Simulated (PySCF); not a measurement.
Where does ethynide take a proton?

Parent: ethynide, `[C-]#C` ([C2H]-). Non-hydrogen atoms are numbered in `[C-:1]#[CH:2]`.

Computed at PBE0-D3(BJ)/ma-def2-TZVP // PBE0-D3(BJ)/ma-def2-SVP with PySCF (density fitting, grid level 2). Zero-point and thermal terms (298.15 K, 1 bar) come from unscaled PBE0-D3(BJ)/ma-def2-SVP harmonic frequencies, with soft modes damped to free rotors in the entropy.

| site | product | PA / kJ/mol | GB / kJ/mol |
| --- | --- | --- | --- |
| C1 (anionic carbon) | `C#C` | 1582 | 1549 |

PA is −ΔH and GB is −ΔG of B + H⁺ → BH⁺ in the gas phase.

In toluene the product from C1 is solvated 161 kJ/mol less strongly than the parent (electrostatics only).

Against the Active Thermochemical Tables (version 1.112): C1 1583 (computed 1582, error 0) kJ/mol.

Differences come from unrounded values, so a last digit can differ from that of the printed terms.

---

Protonation sites of methyleneamidogen anion

Parent: `C=[N-]` ([CH2N]-). Non-hydrogen atoms are numbered in `[CH2:1]=[N-:2]`.

Computed at PBE0-D3(BJ)/ma-def2-TZVP // PBE0-D3(BJ)/ma-def2-SVP with PySCF (density fitting, grid level 2). The prefix ma- adds one diffuse s and one diffuse p function on all atoms but H. Zero-point and thermal terms (298.15 K, 1 bar) come from unscaled PBE0-D3(BJ)/ma-def2-SVP harmonic frequencies, with soft modes damped to free rotors in the entropy.

| site | product | PA / kcal/mol | GB / kcal/mol |
| --- | --- | --- | --- |
| N2 (nitrogen) | `C=N` | 389.3 | 382.2 |

PA is −ΔH and GB is −ΔG of B + H⁺ → BH⁺ in the gas phase.

In methanol the product from N2 is solvated 64.5 kcal/mol less strongly than the parent (electrostatics only).

---

Where does dibromine take a proton?

Molecule: dibromine, `BrBr` (Br2). Optimised structure (Å), atoms numbered from 1:
```
Br    1.1500   -0.0427    0.0372
Br   -1.1447    0.0454   -0.0655
```

Energies: PBE0-D3(BJ)/def2-TZVP (PySCF, density fitting, integration grid level 2) on PBE0-D3(BJ)/def2-SVP structures. Zero-point and thermal terms (298.15 K, 1 bar) come from unscaled PBE0-D3(BJ)/def2-SVP harmonic frequencies, with soft modes damped to free rotors in the entropy.

```
         site   product  PA / kJ/mol  GB / kJ/mol
Br1 (bromine)  Br[BrH+]          594          571
```

PA is −ΔH and GB is −ΔG of B + H⁺ → BH⁺ in the gas phase.

In ethanol the product from Br1 is solvated 268 kJ/mol more strongly than the parent (electrostatics only).

Note: atoms from Ga to Kr are treated without relativity.

Structures, frequencies and single points took 59 s of wall time on 1 thread of Arm Neoverse V1 (shared host), launched as `OMP_NUM_THREADS=1 python redox_run.py task.json out`.
